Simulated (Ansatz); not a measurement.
**AlBH (doublet): the correlation ladder at distance Al2–H3 = 4.336 Å, 6-31G**

How much of the correlation energy of AlBH (doublet) does each wave-function method recover here?

Program: Ansatz 0.2.0, Gaussian basis. Level of theory: 6-31G, core rule «outside noble gas», up to 6 orbitals frozen. These are calculated values, not measurements.

Plan: UHF; CCSD(T) on ROHF; CCSD(T) on UHF; BCCD(T) on ROHF; CISD; CCSDT(Q) on ROHF; CISDTQ; CCSDTQ on UHF; CASSCF and MRCISD+Q, 3 electrons in 3 orbitals; CASSCF and NEVPT2, 3 electrons in 3 orbitals; CASSCF and MRCISD+Q, 7 electrons in 9 orbitals; CASSCF and NEVPT2, 7 electrons in 9 orbitals; Full CI.

22 further runs of the same task are left out: 4 for a known fault of the program, 13 that didn't finish, 5 set aside as unsound or not needed.

**1. The geometry**

The geometry derives from a PBE0/def2-TZVP stationary point (not a proven minimum). One bond is set to the value named and the two fragments are kept rigid.

3 atoms, charge 0, spin multiplicity 2.

Atoms are counted from 1 here; the program's logs count them from 0.

Bond lengths: B1–Al2 2.077 Å.

Geometry (Å):

```xyz
3
AlBH
B     0.00000   -0.08558    1.56299
Al    0.00000    0.15002   -0.50026
H     0.00000   -3.09796   -3.37280
```

**2. UHF**

in.yaml

```yaml
crystal:
  periodic: [false, false, false]
  atoms:
    - {symbol: B, position_ang: [0.000000, -0.085584, 1.562986]}
    - {symbol: Al, position_ang: [0.000000, 0.150021, -0.500263]}
    - {symbol: H, position_ang: [0.000000, -3.097964, -3.372802]}
basis:
  gaussian: {orbitals: 6-31G}
magnetization: {spin_polarized: true, initial_magnetization: 1}
hamiltonian: {xc: hf}
output: {orbitals: {seedname: orbitals}}
```

Run with:

```
> ansatz run in.yaml --threads 1 --pin off --events-out ev --progress --plain --max-ram 2393MiB
```

The runs that follow: CCSD(T) on ROHF; CCSD(T) on UHF; BCCD(T) on ROHF; CISD; CCSDT(Q) on ROHF; CISDTQ; CCSDTQ on UHF; CASSCF and MRCISD+Q, 3 electrons in 3 orbitals; CASSCF and NEVPT2, 3 electrons in 3 orbitals; CASSCF and MRCISD+Q, 7 electrons in 9 orbitals; CASSCF and NEVPT2, 7 electrons in 9 orbitals; Full CI.

**Question.** What will the summary of the whole plan be? Wanted: FCI below the RHF energy; RMP2 from FCI; UMP2 from FCI; RCCSD from FCI; RCCSD(T) from FCI; UCCSD(T) from FCI; RCCSDT(Q) from FCI; NEVPT2 pair from FCI; MRCISD+Q pair from FCI.

As calculated:

| quantity | value |
| --- | --- |
| FCI below the RHF energy | -4.1011 eV |
| RMP2 from FCI | +3112.6 meV |
| UMP2 from FCI | +1216.1 meV |
| RCCSD from FCI | +240.0 meV |
| RCCSD(T) from FCI | -153.4 meV |
| UCCSD(T) from FCI | +86.3 meV |
| RCCSDT(Q) from FCI | -29.4 meV |
| NEVPT2 pair from FCI | +1202.3 meV |
| MRCISD+Q pair from FCI | +252.2 meV |
| NEVPT2 valence from FCI | +162.7 meV |
| levels within 1 kcal/mol (43 meV) | RCCSDT, RCCSDT(Q), UCCSDTQ, MRCISD valence, MRCISD+Q valence |
| T1 diagnostic | 0.525 |
| effectively unpaired electrons | 3.31 |

**Reading.** RCCSD(T) misses by -153.4 meV, 3.7 % of the correlation energy. CCSD(T) misses by -153.4 meV on the restricted determinant and by +86.3 meV on the unrestricted one; the two need not hold the same state or core. RCCSD(T), RCCSDT(Q) fall below full CI, which methods that aren't variational can do. The occupations show strong static correlation (3.3 unpaired electrons where one determinant has 1). Of the multireference levels listed MRCISD+Q valence comes nearest in total energy (+1.5 meV), which doesn't show that its space is the better one. Coupled cluster took another determinant than the lowest Hartree-Fock one. These misses are within one basis, not against nature; the frozen cores of restricted and unrestricted runs differ, which can shift their rows.
